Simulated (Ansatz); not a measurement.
A made-up structure of CH3OSi, doublet:

| atom | x (Å) | y (Å) | z (Å) |
| --- | --- | --- | --- |
| O1 | -0.8085 | -1.5075 | -0.6366 |
| C2 | -0.2847 | -0.5754 | 0.1266 |
| Si3 | 0.2468 | 1.0224 | 0.2647 |
| H4 | -0.3425 | -2.3445 | -0.5134 |
| H5 | -0.4924 | -0.8062 | 1.1401 |
| H6 | 0.5370 | 1.5098 | 1.6228 |

It is relaxed with PBE-D4/def2-SVP and then PBE0-D4/def2-TZVP (Ansatz 0.2.0). Atoms count as bonded within 1.22 times the sum of their covalent radii (H–H: 0.88 Å). The end point is not checked to be a true minimum.

Question: Does its bonding change? (Judge from chemistry; the calculation decides.)

Answer: Computed: No: no bond forms or breaks.

Where it ends: The first stage lowers the energy by 0.93 eV in 11 steps. It ends as CH₃OSi ([OH][CH][SiH]):
| atom | x (Å) | y (Å) | z (Å) |
| --- | --- | --- | --- |
| O1 | -0.5703 | -1.3557 | -0.7268 |
| C2 | -0.2207 | -0.5799 | 0.3054 |
| Si3 | 0.4154 | 1.1297 | 0.0645 |
| H4 | -0.7465 | -2.2587 | -0.4412 |
| H5 | -0.2013 | -1.0974 | 1.2688 |
| H6 | 0.1790 | 1.4604 | 1.5335 |

Labels in which every atom is bracketed show which atoms are joined, not bond orders.

For scale, one of the runs: PBE0-D4/def2-TZVP relaxation, 117 basis functions, launched by `ansatz run in.yaml --threads 2 --pin off --events-out ev --progress --plain --max-ram 4352MiB`. The run took about 30 s on 2 CPU threads of an Arm Neoverse V1 (shared host).
